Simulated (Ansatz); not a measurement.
```yaml
crystal:
  periodic: [false, false, false]
  atoms:
    - {symbol: Mn, position_ang: [0.000000, 0.000000, 0.000000]}
    - {symbol: S, position_ang: [0.000000, 0.000000, 2.440000]}
basis:
  gaussian: {orbitals: def2-TZVP}
total_charge: 1
magnetization: {spin_polarized: true, initial_magnetization: 2}
hamiltonian: {xc: pbe0}
relax: {f_tol: 0.004, max_steps: 80}
```

```sh
$ ansatz run in.yaml --threads 1 --pin off --events-out ev --progress --plain --max-ram 2176MiB
```

Steps of the relaxation (energy above the last step; positions in Å, forces in eV/Å):

```
2
step 1, 365.8 meV
Mn    0.000    0.000    0.000    0.000    0.000    1.805
S     0.000    0.000    2.440    0.000    0.000   -1.805
```

```
2
step 2, 34.1 meV
Mn    0.000    0.000    0.116    0.000    0.000    0.792
S     0.000    0.000    2.324    0.000    0.000   -0.792
```

```
2
step 3, 13.7 meV
Mn    0.000    0.000    0.180    0.000    0.000   -0.607
S     0.000    0.000    2.260    0.000    0.000    0.607
```

```
2
step 5, 0.0 meV
Mn    0.000    0.000    0.157    0.000    0.000    0.000
S     0.000    0.000    2.283    0.000    0.000    0.000
```

Close pairs at the end: Mn1–S2 2.126 Å.

A stationary point of unrestricted PBE0 after 5 steps, with ⟨S²⟩ = 3.827 against 2.00 for a pure state. 86 s on 1 thread of Intel Xeon Platinum 8259CL, shared host.
